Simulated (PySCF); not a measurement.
Molecule: `InChI=1S/CH6NP/c1-2-3/h1,3H3`.

Mapped SMILES: `[CH3:1][N:2]=[PH3:3]`. Each H is labelled by its parent atom.

Geometry PBE0-D3(BJ)/def2-SVP throughout; GIAO in PySCF 2.14.0 with density-fitted response routines, gas phase, one conformer, non-relativistic; equivalent atoms averaged; basis pcSseg-2.

(1) How do the shifts δ (against TMS, NH3, H3PO4 at the same level) depend on the functional? (ppm; last column core-seconds on 1 thread of an Arm Neoverse V2, shared host; the GGAs took longer than the global hybrids here, which isn't the general rule, and the cause wasn't traced)

(2) Which nucleus moves most, in ppm?

Results:

(1) 
```
functional           kind    C1     N2      P3  H(P3)  H(C1)  core-s
        HF   Hartree–Fock  32.1  -10.9   -81.7   6.32   2.66     4.3
       LDA            LDA  36.2   20.4  -123.4   7.89   3.04      11
       PBE            GGA  37.3   22.6  -116.3   7.64   3.05      12
      BLYP            GGA  38.0   29.1  -113.5   7.58   3.12      12
      BP86            GGA  37.3   21.7  -114.7   7.62   3.04      12
      OPBE            GGA  37.2   17.6  -109.9   7.53   2.96      12
       KT2            GGA  37.1   20.3  -114.4   7.50   3.06      13
       KT3            GGA  37.6   22.6  -107.6   7.34   3.04      12
     B97-D            GGA  37.6   23.2  -106.7   7.50   3.06      12
     B3LYP  global hybrid  36.5   18.2  -107.6   7.25   2.99       8
      PBE0  global hybrid  35.7   10.3  -109.1   7.22   2.90     7.9
  mPW1PW91  global hybrid  35.9   10.4  -107.8   7.19   2.88       8
```

(2) P3 (phosphorus bonded to N, 3 H): from -123.4 ppm with LDA to -81.7 ppm with HF. The smallest spread is 0.46 ppm, at H(C1). Proton shifts span only some 12 ppm, so a few tenths of a ppm matter as much there as several ppm in carbon.
